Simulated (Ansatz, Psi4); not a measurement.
**Worked example: the enthalpy of formation of H2S2 (SMILES SS)**

H2S2 has 4 atoms, charge 0, and is taken as a singlet. As SMILES, `SS`. The shape is that of a PBE0-D4/def2-TZVP optimisation.

| atom | x (Å) | y (Å) | z (Å) |
| --- | --- | --- | --- |
| S | 0.7845 | -0.7892 | 0.1667 |
| S | 0.0602 | 1.1216 | 0.0674 |
| H | -0.2254 | -1.3526 | 0.8569 |
| H | -0.6193 | 1.0203 | -1.0910 |

Total energies at CCSD/def2-TZVPP, 10 core orbitals frozen (Psi4 1.11); the atoms run unrestricted:

```tsv
species	state	energy (Eh)
H2S2	singlet	-796.644627
S	triplet	-397.642002
H	doublet	-0.499810
```

Harmonic wavenumbers at PBE0-D4/def2-TZVP, in cm⁻¹: 465, 536, 906, 908, 2662, 2665.

Measured heats of formation of the gaseous atoms at 298.15 K, in kJ/mol: S 277.0, H 218.0. Spin-orbit lowering of the atoms at 298 K (mean of the ground term's levels less their thermal mean, from spectra), in kJ/mol: S 1.88. Take 1 Eh = 2625.50 kJ/mol, 1 cm⁻¹ = 0.0119627 kJ/mol, RT = 2.479 kJ/mol.

Problem. Work out the heat of formation of the gas at 298 K.

Solution. 
1. Electronic atomisation energy: 2 × (-397.642002) + 2 × (-0.499810) − (-796.644627) = 0.361003 Eh = 947.8 kJ/mol.
2. Zero-point energy: half the sum of the wavenumbers, 4071 cm⁻¹ = 48.7 kJ/mol.
3. Thermal vibrational enthalpy, Σ hcν̃/(exp(hcν̃/kT) − 1): 1.5 kJ/mol. Translation, rotation and pV of a non-linear molecule: 4 RT = 9.9 kJ/mol.
4. The 4 free atoms carry 5/2 RT each: 24.8 kJ/mol.
5. Spin-orbit coupling lowers the free atoms by 2 × 1.88 = 3.8 kJ/mol.
6. Atomisation enthalpy at 298 K: 947.8 − 3.8 − 48.7 − 1.5 − 9.9 + 24.8 = 908.7 kJ/mol.
7. Sum of the atoms' heats of formation: 990.0 kJ/mol. Heat of formation: 990.0 − 908.7 = +81.3 kJ/mol.

The tabulated value is +15.5 kJ/mol (CRC Handbook of Chemistry and Physics), so this level is off by +65.8 kJ/mol, or 6.8 % of the atomisation enthalpy that the table implies (974.5 kJ/mol). Coupled cluster needs large bases for atomisation: in a finite one the molecule is underbound. CCSD also lacks the triples, which bind further. Anharmonicity and any spin-orbit splitting of the molecule are left out, and so is core correlation.
